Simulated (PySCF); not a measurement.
```xyz
5
charge 0 multiplicity 1, angstrom
S     0.0000    0.0000   -0.0328
H     0.0000    1.3659    0.2566
H     0.0000   -1.3659    0.2566
H     1.3659    0.0000    0.2566
H    -1.3659    0.0000    0.2566
```

All numbers come from PySCF, PBE0, basis S def2-TZVP, H def2-TZVP (no relativity, density fitting).

This geometry of SH₄ is a stationary point at this level.

Task: What is the point group?

Result: C4v.

Task: Is it a minimum?

Result: Yes: all harmonic wavenumbers are real.

Task: What are the dipole moment and the gap between the highest occupied and lowest empty levels?

Result: 0.41 D and 5.80 eV.

Task: Give the atomic charges and bond orders.

Result: 
```json
{"atom": "S1", "Mulliken": "-0.28", "Löwdin": "0.09", "polar tensor": "0.76", "Mayer order to S1": "–"}
{"atom": "H2,3,4,5", "Mulliken": "0.07", "Löwdin": "-0.02", "polar tensor": "-0.19", "Mayer order to S1": "0.83"}
```

Only a few start shapes were tried, so a lower isomer may exist.
